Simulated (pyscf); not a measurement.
## Four-centre exchange: H₂N–SiH₂–F (SMILES N[SiH2]F) + H₂ (SMILES [H][H]) → H₂N–SiH₂–F (SMILES N[SiH2]F) + H₂ (SMILES [H][H])

Gas phase, singlet surface, charge 0. Bonds broken: Si2–H6, H8–H9. Bonds formed: Si2–H8, H6–H9. PySCF, gas phase, ωB97X-D3(BJ)/def2-SVP geometries.

Transition state (Å):

```xyz
9

N     -0.4772     0.2911    -0.6139
Si    -0.1357    -0.6793     0.7378
F      1.1987    -1.5886     0.9597
H     -1.1701     0.0015    -1.2962
H      0.0332     1.1278    -0.8702
H      0.7653     0.6213     1.3840
H     -1.1523    -1.7660     0.6019
H     -0.9056    -0.2720     2.2417
H     -0.0958     0.3105     2.0350
```

One imaginary mode, 1583i cm⁻¹; descent along it reached the two sides named.

```
bond    change  reactant side (Å)  saddle  product side
------  ------  -----------------  ------  ------------
Si2–H6  breaks              1.484   1.709           3.7
H8–H9   breaks              0.760   1.019           2.8
Si2–H8   forms                4.0   1.738         1.484
H6–H9    forms                3.1   1.123         0.760
```

Electronic energies relative to the separated reactants (kcal/mol):

| level | barrier | reaction energy | reverse barrier |
|---|---|---|---|
| ωB97X-D3(BJ)/def2-TZVP | 60.4 | 0.0 | 60.4 |
| PBE/def2-TZVP | 52.5 | 0.0 | 52.5 |
| r²SCAN/def2-TZVP | 54.6 | 0.0 | 54.6 |
| B3LYP-D3(BJ)/def2-TZVP | 59.3 | 0.0 | 59.3 |
| PBE0-D3(BJ)/def2-TZVP | 55.0 | 0.0 | 55.0 |
| M06-2X/def2-TZVP | 62.9 | 0.0 | 62.9 |
| ωB97M-D3(BJ)/def2-TZVP | 59.6 | 0.0 | 59.6 |
| HF/def2-TZVP | 76.4 | 0.0 | 76.4 |

With ωB97M-D3(BJ)/def2-TZVP energies and thermal terms (ideal gas, 1 atm, RRHO with modes under 100 cm⁻¹ raised to 100, one conformer, R ln 2 for chiral ones without a mode under 150 cm⁻¹), in kcal/mol:

```csv
T (K),ΔH‡,ΔG‡,ΔH,ΔG
298,60.6,69.1,0.0,0.0
600,59.5,78.2,0.0,0.0
900,59.2,87.7,0.0,0.0
1200,59.3,97.2,0.0,0.0
```

At the saddle there is also a short H–Si contact that neither side keeps. The same reactants have a lower exit, to F–SiH₃ + NH₃ (barrier +44.9 kcal/mol at ωB97M-D3(BJ)/def2-TZVP, against +59.6 kcal/mol here). One saddle was located; it need not be the lowest between these sides.
